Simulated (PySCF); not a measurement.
# CH6OSi: the cost of one run

The runs use PySCF 2.14.0, with density-fitted response routines of our own; the level of theory stands in each step. All values are computed, except where a source is named. Atoms count from 0, in the outputs and in this text.

## Step 1: The molecule as given

9 atoms, charge 0, multiplicity 1; geometry from: GFN2-xTB. The atoms were then displaced at random by about 0.01 Å, so the start is not that level's minimum.

Bonds of the start (Å): C0–Si1 1.87, Si1–O2 1.62, C0–H3 1.05, C0–H4 1.11, C0–H5 1.11, Si1–H6 1.46, Si1–H7 1.47, O2–H8 0.97.

## Step 2: Optimising the geometry at PBE0-D3(BJ)/def2-SVP

Job settings and geometry (Å):

```
{"job": {"xc": "PBE0", "basis": "def2-SVP", "d3": "d3bj", "grid": 1, "shake": 0.01, "kind": "geom"}, "charge": 0, "multiplicity": 1}
C     -1.149670    -0.072470    -0.015180
Si     0.685200    -0.422400     0.050740
O      1.558360     0.862500    -0.423980
H     -1.720600    -0.931680     0.200720
H     -1.470230     0.292870    -1.016310
H     -1.464160     0.723910     0.693890
H      1.105650    -1.416380    -0.928770
H      1.056500    -0.789830     1.421920
H      1.456740     1.736330    -0.016750
```

Run with:

```bash
OMP_NUM_THREADS=1 python probes_run.py task.json out
```

One launch serves the whole session: the jobs run in the order shown.

**Question.** How long does this first job take on 1 thread of Intel Xeon 6975P-C, shared host, and how much memory does it need?

About 6.2 s, with a peak of 0.33 GiB.
